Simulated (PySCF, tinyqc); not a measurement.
Worked calculation: RKS/BP86 in the sto-3g basis, for CH2, spin multiplicity 1. The lowest restricted solution is unstable here: a spin-polarised one lies 0.0194 hartree lower (PySCF). One step of it, computed by the program tinyqc.

Problem. Iteration 2: diagonalisation and new density. Diagonalise F' = X^T F X, C = X C', fill 4 alpha and 4 beta electrons from the bottom; D = 2 C_occ C_occ^T. Each column has its largest component positive (the first on a tie).

Kohn-Sham matrix F (hartree), order 1C 1s, 1C 2s, 1C 2px, 1C 2py, 1C 2pz, 2H 1s, 3H 1s:
```
[[-10.372662, -2.811461, 0.000000, 0.000000, 0.002543, -0.318811, -0.318811],
 [-2.811461, -1.472974, 0.000000, 0.000000, 0.031531, -0.330377, -0.330377],
 [0.000000, 0.000000, -0.429340, 0.000000, 0.000000, 0.000000, 0.000000],
 [0.000000, 0.000000, 0.000000, -0.420846, 0.000000, -0.182823, 0.182823],
 [0.002543, 0.031531, 0.000000, 0.000000, -0.426567, -0.087458, -0.087458],
 [-0.318811, -0.330377, 0.000000, -0.182823, -0.087458, -0.030893, -0.049906],
 [-0.318811, -0.330377, 0.000000, 0.182823, -0.087458, -0.049906, -0.030893]]
```

X, order 1C 1s, 1C 2s, 1C 2px, 1C 2py, 1C 2pz, 2H 1s, 3H 1s:
```
[[1.025770, -0.140213, 0.000000, 0.000000, -0.005205, 0.018828, 0.018828],
 [-0.140213, 1.113016, 0.000000, 0.000000, 0.042202, -0.180777, -0.180777],
 [0.000000, 0.000000, 1.000000, 0.000000, 0.000000, 0.000000, 0.000000],
 [0.000000, 0.000000, 0.000000, 1.079471, 0.000000, -0.174166, 0.174166],
 [-0.005205, 0.042202, 0.000000, 0.000000, 1.020062, -0.086321, -0.086321],
 [0.018828, -0.180777, 0.000000, -0.174166, -0.086321, 1.092787, -0.011930],
 [0.018828, -0.180777, 0.000000, 0.174166, -0.086321, -0.011930, 1.092787]]
```

Give: F' = X^T F X; orbital energies; coefficients C; D after iteration 2.

Solution.

F' = X^T F X (hartree):
```
[[-10.1555, -1.4540, 0.0000, 0.0000, -0.0144, -0.0111, -0.0111],
 [-1.4540, -0.9180, 0.0000, 0.0000, 0.0639, -0.1676, -0.1676],
 [0.0000, 0.0000, -0.4293, 0.0000, 0.0000, 0.0000, 0.0000],
 [0.0000, 0.0000, 0.0000, -0.3518, 0.0000, -0.1536, 0.1536],
 [-0.0144, 0.0639, 0.0000, 0.0000, -0.4090, -0.0737, -0.0737],
 [-0.0111, -0.1676, 0.0000, -0.1536, -0.0737, 0.1196, -0.0188],
 [-0.0111, -0.1676, 0.0000, 0.1536, -0.0737, -0.0188, 0.1196]]
```

orbital energies (hartree): [-10.3792, -0.7610, -0.4342, -0.4293, -0.4284, 0.1869, 0.2208]

coefficients C, order 1C 1s, 1C 2s, 1C 2px, 1C 2py, 1C 2pz, 2H 1s, 3H 1s:
```
[[0.9927, -0.2778, 0.0000, 0.0000, -0.0163, 0.0991, 0.0000],
 [0.0294, 1.0129, 0.0000, 0.0000, 0.0448, -0.5448, 0.0000],
 [0.0000, 0.0000, 0.0000, 1.0000, 0.0000, 0.0000, 0.0000],
 [0.0000, 0.0000, 0.9219, 0.0000, 0.0000, 0.0000, -0.6133],
 [0.0012, -0.0971, 0.0000, 0.0000, 0.9708, -0.3245, 0.0000],
 [-0.0051, 0.0225, 0.1143, 0.0000, 0.0705, 0.7868, 0.7921],
 [-0.0051, 0.0225, -0.1143, 0.0000, 0.0705, 0.7868, -0.7921]]
```

D after iteration 2, order 1C 1s, 1C 2s, 1C 2px, 1C 2py, 1C 2pz, 2H 1s, 3H 1s:
```
[[2.1250, -0.5044, 0.0000, 0.0000, 0.0563, -0.0227, -0.0227],
 [-0.5044, 2.0535, 0.0000, 0.0000, -0.1967, 0.0453, 0.0453],
 [0.0000, 0.0000, 2.0000, 0.0000, 0.0000, 0.0000, 0.0000],
 [0.0000, 0.0000, 0.0000, 1.6996, 0.0000, 0.2108, -0.2108],
 [0.0563, -0.1967, 0.0000, 0.0000, 0.0189, -0.0044, -0.0044],
 [-0.0227, 0.0453, 0.0000, 0.2108, -0.0044, 0.0272, -0.0251],
 [-0.0227, 0.0453, 0.0000, -0.2108, -0.0044, -0.0251, 0.0272]]
```
